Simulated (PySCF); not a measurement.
# Basis-set dependence of AlS at CCSD(T)

PySCF, UHF reference; doublet, unpaired electrons σ ↑; De to Al + S without counterpoise correction. Frozen cores follow the default of each basis and core potential.

| basis | relativity | functions | Re (Å) | ωe (cm⁻¹) | De (eV) | frozen orbitals |
| --- | --- | --- | --- | --- | --- | --- |
| 3-21G | no relativity | 26 | 2.147 | 532 | 3.04 | 10 |
| def2-SVP | no relativity | 36 | 2.044 | 635 | 3.69 | 10 |
| aug-pcseg-1 | no relativity | 54 | 2.056 | 611 | 3.79 | 10 |
| x2c-TZVPPall | spin-free X2C | 84 | 2.046 | 613 | 3.95 | 10 |

How does each smaller set differ from the one with most functions, x2c-TZVPPall?

3-21G: +10.1 pm, -13.2 % in ωe, -0.91 eV in De; def2-SVP: -0.2 pm, +3.6 % in ωe, -0.26 eV in De; aug-pcseg-1: +1.0 pm, -0.3 % in ωe, -0.16 eV in De. All at CCSD(T); the set with most functions is neither the basis-set limit nor always the best. The rows treat relativity differently, so the differences are not basis effects alone.

Correlated steps freeze 10 core orbitals. Correlated levels converge slowly with the basis: in double zeta they bind strong bonds too weakly, by up to about 1 eV, and carry superposition errors of some tenths. The CCSD T1 diagnostic is raised in AlS, a sign that a single reference may not be enough there. 3-21G is very small, so such numbers show the basis as much as the molecule. The state was picked by a PBE0 search and need not be the measured ground state.
